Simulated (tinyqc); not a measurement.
Inside a calculation. Method: UHF in the sto-6g basis, for H2O+, spin multiplicity 2. One step of it, computed by the program tinyqc.

Task: Iteration 2: building the Fock matrix. J_ij = sum D_kl (ij|kl) with D = D(alpha) + D(beta), K_ij = sum D_kl (ik|jl) for each spin; F = H + J - K(s); E = tr D H + tr D J / 2 - 0.5 sum_s tr D(s) K(s) + E_nn.

D(alpha) after iteration 1, order 1O 1s, 1O 2s, 1O 2px, 1O 2py, 1O 2pz, 2H 1s, 3H 1s:
```
[[1.055195, -0.240313, 0.000000, 0.000000, 0.028109, -0.002205, -0.002205],
 [-0.240313, 1.076669, 0.000000, 0.000000, -0.195565, -0.034196, -0.034196],
 [0.000000, 0.000000, 1.000000, 0.000000, 0.000000, 0.000000, 0.000000],
 [0.000000, 0.000000, 0.000000, 0.559955, 0.000000, 0.241169, -0.241169],
 [0.028109, -0.195565, 0.000000, 0.000000, 0.730705, 0.187334, 0.187334],
 [-0.002205, -0.034196, 0.000000, 0.241169, 0.187334, 0.152179, -0.055561],
 [-0.002205, -0.034196, 0.000000, -0.241169, 0.187334, -0.055561, 0.152179]]
```

D(beta) after iteration 1, order 1O 1s, 1O 2s, 1O 2px, 1O 2py, 1O 2pz, 2H 1s, 3H 1s:
```
[[1.053607, -0.230712, 0.000000, 0.000000, 0.033578, -0.007977, -0.007977],
 [-0.230712, 1.023354, 0.000000, 0.000000, -0.220955, -0.010130, -0.010130],
 [0.000000, 0.000000, 0.000000, 0.000000, 0.000000, 0.000000, 0.000000],
 [0.000000, 0.000000, 0.000000, 0.530941, 0.000000, 0.249353, -0.249353],
 [0.033578, -0.220955, 0.000000, 0.000000, 0.724293, 0.189675, 0.189675],
 [-0.007977, -0.010130, 0.000000, 0.249353, 0.189675, 0.169195, -0.065019],
 [-0.007977, -0.010130, 0.000000, -0.249353, 0.189675, -0.065019, 0.169195]]
```

core Hamiltonian H = T + V (hartree), order 1O 1s, 1O 2s, 1O 2px, 1O 2py, 1O 2pz, 2H 1s, 3H 1s:
```
[[-33.041185, -7.303892, 0.000000, 0.000000, -0.021461, -1.779203, -1.779203],
 [-7.303892, -9.252500, 0.000000, 0.000000, -0.238446, -3.766600, -3.766600],
 [0.000000, 0.000000, -7.479001, 0.000000, 0.000000, 0.000000, 0.000000],
 [0.000000, 0.000000, 0.000000, -7.625825, 0.000000, -1.959674, 1.959674],
 [-0.021461, -0.238446, 0.000000, 0.000000, -7.585391, -1.750756, -1.750756],
 [-1.779203, -3.766600, 0.000000, -1.959674, -1.750756, -5.109326, -1.744322],
 [-1.779203, -3.766600, 0.000000, 1.959674, -1.750756, -1.744322, -5.109326]]
```

Two-electron integrals (ij|kl) in chemists' order, unique and non-zero (hartree):
```
(11|11) 4.787491    (21|11) 0.675884    (21|21) 0.121505    (22|11) 1.117379
(22|21) 0.249212    (22|22) 0.817383    (31|31) 0.025762    (32|31) 0.039145
(32|32) 0.180664    (33|11) 1.117381    (33|21) 0.249212    (33|22) 0.817382
(33|33) 0.880663    (41|41) 0.025762    (42|41) 0.039145    (42|42) 0.180664
(43|43) 0.047461    (44|11) 1.117381    (44|21) 0.249212    (44|22) 0.817382
(44|33) 0.785741    (44|44) 0.880663    (51|51) 0.025762    (52|51) 0.039145
(52|52) 0.180664    (53|53) 0.047461    (54|54) 0.047461    (55|11) 1.117381
(55|21) 0.249212    (55|22) 0.817382    (55|33) 0.785741    (55|44) 0.785741
(55|55) 0.880663    (61|11) 0.174587    (61|21) 0.030069    (61|22) 0.060277
(61|33) 0.060146    (61|41) 0.001116    (61|42) 0.002175    (61|44) 0.060374
(61|51) 0.000950    (61|52) 0.001852    (61|54) 0.000194    (61|55) 0.060311
(61|61) 0.007585    (62|11) 0.406238    (62|21) 0.091783    (62|22) 0.331064
(62|33) 0.325704    (62|41) 0.005564    (62|42) 0.040244    (62|44) 0.335028
(62|51) 0.004736    (62|52) 0.034257    (62|54) 0.007936    (62|55) 0.332460
(62|61) 0.022807    (62|62) 0.163667    (63|31) 0.010429    (63|32) 0.057919
(63|43) 0.008390    (63|53) 0.007142    (63|63) 0.023756    (64|11) 0.216726
(64|21) 0.049681    (64|22) 0.191150    (64|33) 0.182427    (64|41) 0.013110
(64|42) 0.080139    (64|44) 0.204651    (64|51) 0.002282    (64|52) 0.018914
(64|54) 0.011775    (64|55) 0.186371    (64|61) 0.012941    (64|62) 0.114933
(64|64) 0.103704    (65|11) 0.184486    (65|21) 0.042291    (65|22) 0.162714
(65|33) 0.155289    (65|41) 0.002282    (65|42) 0.018914    (65|44) 0.159922
(65|51) 0.012371    (65|52) 0.074020    (65|54) 0.012334    (65|55) 0.172931
(65|61) 0.011016    (65|62) 0.097836    (65|64) 0.068054    (65|65) 0.081687
(66|11) 0.533690    (66|21) 0.122806    (66|22) 0.504527    (66|33) 0.484141
(66|41) 0.010092    (66|42) 0.098184    (66|44) 0.519602    (66|51) 0.008590
(66|52) 0.083578    (66|54) 0.030186    (66|55) 0.509837    (66|61) 0.030874
(66|62) 0.308997    (66|64) 0.248105    (66|65) 0.211197    (66|66) 0.774999
(71|11) 0.174587    (71|21) 0.030069    (71|22) 0.060277    (71|33) 0.060146
(71|41) -0.001116   (71|42) -0.002175   (71|44) 0.060374    (71|51) 0.000950
(71|52) 0.001852    (71|54) -0.000194   (71|55) 0.060311    (71|61) 0.007480
(71|62) 0.022099    (71|64) 0.011359    (71|65) 0.010668    (71|66) 0.029501
(71|71) 0.007585    (72|11) 0.406238    (72|21) 0.091783    (72|22) 0.331064
(72|33) 0.325704    (72|41) -0.005564   (72|42) -0.040244   (72|44) 0.335028
(72|51) 0.004736    (72|52) 0.034257    (72|54) -0.007936   (72|55) 0.332460
(72|61) 0.022099    (72|62) 0.135694    (72|64) 0.065123    (72|65) 0.078951
(72|66) 0.213743    (72|71) 0.022807    (72|72) 0.163667    (73|31) 0.010429
(73|32) 0.057919    (73|43) -0.008390   (73|53) 0.007142    (73|63) 0.019172
(73|73) 0.023756    (74|11) -0.216726   (74|21) -0.049681   (74|22) -0.191150
(74|33) -0.182427   (74|41) 0.013110    (74|42) 0.080139    (74|44) -0.204651
(74|51) -0.002282   (74|52) -0.018914   (74|54) 0.011775    (74|55) -0.186371
(74|61) -0.011359   (74|62) -0.065123   (74|64) -0.012410   (74|65) -0.036981
(74|66) -0.089218   (74|71) -0.012941   (74|72) -0.114933   (74|74) 0.103704
(75|11) 0.184486    (75|21) 0.042291    (75|22) 0.162714    (75|33) 0.155289
(75|41) -0.002282   (75|42) -0.018914   (75|44) 0.159922    (75|51) 0.012371
(75|52) 0.074020    (75|54) -0.012334   (75|55) 0.172931    (75|61) 0.010668
(75|62) 0.078951    (75|64) 0.036981    (75|65) 0.064417    (75|66) 0.136844
(75|71) 0.011016    (75|72) 0.097836    (75|74) -0.068054   (75|75) 0.081687
(76|11) 0.173600    (76|21) 0.039622    (76|22) 0.154660    (76|33) 0.150999
(76|44) 0.153767    (76|51) 0.003239    (76|52) 0.027615    (76|55) 0.159214
(76|61) 0.009758    (76|62) 0.076512    (76|64) 0.046103    (76|65) 0.051426
(76|66) 0.149406    (76|71) 0.009758    (76|72) 0.076512    (76|74) -0.046103
(76|75) 0.051426    (76|76) 0.043376    (77|11) 0.533690    (77|21) 0.122806
(77|22) 0.504527    (77|33) 0.484141    (77|41) -0.010092   (77|42) -0.098184
(77|44) 0.519602    (77|51) 0.008590    (77|52) 0.083578    (77|54) -0.030186
(77|55) 0.509837    (77|61) 0.029501    (77|62) 0.213743    (77|64) 0.089218
(77|65) 0.136844    (77|66) 0.355994    (77|71) 0.030874    (77|72) 0.308997
(77|74) -0.248105   (77|75) 0.211197    (77|76) 0.149406    (77|77) 0.774999
```

nuclear repulsion = 9.24498301 hartree

Give: Coulomb J; exchange K(alpha); exchange K(beta); F(alpha); F(beta); total energy of this density.

Result:

Coulomb J (hartree), order 1O 1s, 1O 2s, 1O 2px, 1O 2py, 1O 2pz, 2H 1s, 3H 1s:
```
[[16.6933, 2.9310, 0.0000, 0.0000, -0.0024, 0.7317, 0.7317],
 [2.9310, 7.5827, 0.0000, 0.0000, 0.0440, 3.0444, 3.0444],
 [0.0000, 0.0000, 7.5259, 0.0000, 0.0000, 0.0000, 0.0000],
 [0.0000, 0.0000, 0.0000, 7.6055, 0.0000, 1.7470, -1.7470],
 [-0.0024, 0.0440, 0.0000, 0.0000, 7.6167, 1.5087, 1.5087],
 [0.7317, 3.0444, 0.0000, 1.7470, 1.5087, 4.6667, 1.4210],
 [0.7317, 3.0444, 0.0000, -1.7470, 1.5087, 1.4210, 4.6667]]
```

exchange K(alpha) (hartree), order 1O 1s, 1O 2s, 1O 2px, 1O 2py, 1O 2pz, 2H 1s, 3H 1s:
```
[[4.9143, 0.7718, 0.0000, 0.0000, 0.0025, 0.2054, 0.2054],
 [0.7718, 1.3555, 0.0000, 0.0000, -0.0145, 0.5702, 0.5702],
 [0.0000, 0.0000, 1.1553, 0.0000, 0.0000, 0.0000, 0.0000],
 [0.0000, 0.0000, 0.0000, 1.0063, 0.0000, 0.3252, -0.3252],
 [0.0025, -0.0145, 0.0000, 0.0000, 1.0694, 0.2860, 0.2860],
 [0.2054, 0.5702, 0.0000, 0.3252, 0.2860, 0.5543, 0.2254],
 [0.2054, 0.5702, 0.0000, -0.3252, 0.2860, 0.2254, 0.5543]]
```

exchange K(beta) (hartree), order 1O 1s, 1O 2s, 1O 2px, 1O 2py, 1O 2pz, 2H 1s, 3H 1s:
```
[[4.8856, 0.7316, 0.0000, 0.0000, 0.0020, 0.1947, 0.1947],
 [0.7316, 1.1638, 0.0000, 0.0000, -0.0252, 0.5160, 0.5160],
 [0.0000, 0.0000, 0.2702, 0.0000, 0.0000, 0.0000, 0.0000],
 [0.0000, 0.0000, 0.0000, 0.9420, 0.0000, 0.3195, -0.3195],
 [0.0020, -0.0252, 0.0000, 0.0000, 1.0164, 0.2776, 0.2776],
 [0.1947, 0.5160, 0.0000, 0.3195, 0.2776, 0.5476, 0.2104],
 [0.1947, 0.5160, 0.0000, -0.3195, 0.2776, 0.2104, 0.5476]]
```

F(alpha) (hartree), order 1O 1s, 1O 2s, 1O 2px, 1O 2py, 1O 2pz, 2H 1s, 3H 1s:
```
[[-21.2623, -5.1447, 0.0000, 0.0000, -0.0264, -1.2529, -1.2529],
 [-5.1447, -3.0253, 0.0000, 0.0000, -0.1800, -1.2923, -1.2923],
 [0.0000, 0.0000, -1.1085, 0.0000, 0.0000, 0.0000, 0.0000],
 [0.0000, 0.0000, 0.0000, -1.0266, 0.0000, -0.5379, 0.5379],
 [-0.0264, -0.1800, 0.0000, 0.0000, -1.0381, -0.5281, -0.5281],
 [-1.2529, -1.2923, 0.0000, -0.5379, -0.5281, -0.9969, -0.5487],
 [-1.2529, -1.2923, 0.0000, 0.5379, -0.5281, -0.5487, -0.9969]]
```

F(beta) (hartree), order 1O 1s, 1O 2s, 1O 2px, 1O 2py, 1O 2pz, 2H 1s, 3H 1s:
```
[[-21.2335, -5.1045, 0.0000, 0.0000, -0.0259, -1.2422, -1.2422],
 [-5.1045, -2.8336, 0.0000, 0.0000, -0.1693, -1.2382, -1.2382],
 [0.0000, 0.0000, -0.2233, 0.0000, 0.0000, 0.0000, 0.0000],
 [0.0000, 0.0000, 0.0000, -0.9623, 0.0000, -0.5322, 0.5322],
 [-0.0259, -0.1693, 0.0000, 0.0000, -0.9851, -0.5196, -0.5196],
 [-1.2422, -1.2382, 0.0000, -0.5322, -0.5196, -0.9902, -0.5338],
 [-1.2422, -1.2382, 0.0000, 0.5322, -0.5196, -0.5338, -0.9902]]
```

total energy of this density = -75.357618 hartree
